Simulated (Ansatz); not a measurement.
Start from Au in the fcc (Cu type) structure (space group Fm-3m, No. 225; a = 4.157 Å).

Level of theory: Kohn–Sham DFT with the PBE functional, run in Ansatz (a quantum-chemistry and plane-wave program) with PAW and 420 eV plane waves, no spin-orbit coupling.

One thing is altered: Ir takes the place of Au on all its sites; the structure is relaxed again.

Measured lattice parameter a: Au 4.062 Å (static lattice; corrected from measurement; as listed in Daniel Mejia-Rodriguez, S. B. Trickey, Phys. Rev. B (2018)); Ir 3.831 Å (static lattice; corrected from measurement; as listed in Daniel Mejia-Rodriguez, S. B. Trickey, Phys. Rev. B (2018)).

Problem. How well does PBE reproduce the measured shift?

Solution. With PBE the lattice parameter a moves by -0.286 Å (4.157 → 3.871) against -0.231 Å measured.

Whether these cells are dynamically stable was not tested. The final runs are not spin-polarised.
